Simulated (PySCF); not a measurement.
Gas-phase reaction: 2 AlHCl₂ + O + Al₂O = 2 AlCl₂ + 2 AlOH

Computed with PySCF (xtb for GFN2) and rigid-rotor harmonic-oscillator thermochemistry at 1 bar. S°(298 K) at PBE0/def2-TZVP differs from the NASA 1993 table for Al₂O (+6 J/mol/K), AlOH (+24 J/mol/K); whether the harmonic model or the table's entry is off was not settled. † marks an energy on the PBE0/def2-TZVP geometry and frequencies; other levels use their own. MP2 freezes the core. Open shells (unrestricted): O (multiplicity 3, electronic degeneracy 9), AlCl₂ (multiplicity 2); the rest are closed-shell singlets. GFN2 has no spin-polarisation term. Spin-orbit splitting is ignored; it lowers the true energy and changes the entropy of O. AlHCl₂: computed as isolated molecules; such fragments, hydroxides, amides, oligomers or adducts are transient or little studied in the gas. MP2 isn't extrapolated to the basis-set limit; its ΔH°(298 K) is -158.6 kJ in def2-SVP and -209.0 kJ in def2-TZVPP. The harmonic model lacks anharmonicity and excited electronic states, which grow with temperature; levels with a mode under 35 cm⁻¹ are left out. Soft modes under 120 cm⁻¹ make the harmonic entropy rough for Al₂O, AlOH.

```
level               ΔE electronic, kJ  ΔH°(298 K), kJ  ΔS°(298 K), J/K  ΔG°(2500 K), kJ
------------------  -----------------  --------------  ---------------  ---------------
BLYP/def2-TZVP†                  -238            -221               64             -359
GFN2-xTB                         -494            -474               30             -509
HF/def2-TZVP†                     -42             -25               64             -163
MP2/def2-SVP†                    -175            -159               64             -296
PBE/def2-SVP                     -249            -232               37             -296
PBE/def2-TZVP†                   -265            -248               64             -385
PBE0/def2-SVP†                   -207            -191               64             -328
r2SCAN/def2-TZVP†                -230            -213               64             -350
ωB97M-V/def2-TZVP†               -190            -173               64             -310
```
ΔH° is lowest at GFN2-xTB and highest at HF/def2-TZVP†. No reference value is set beside these.
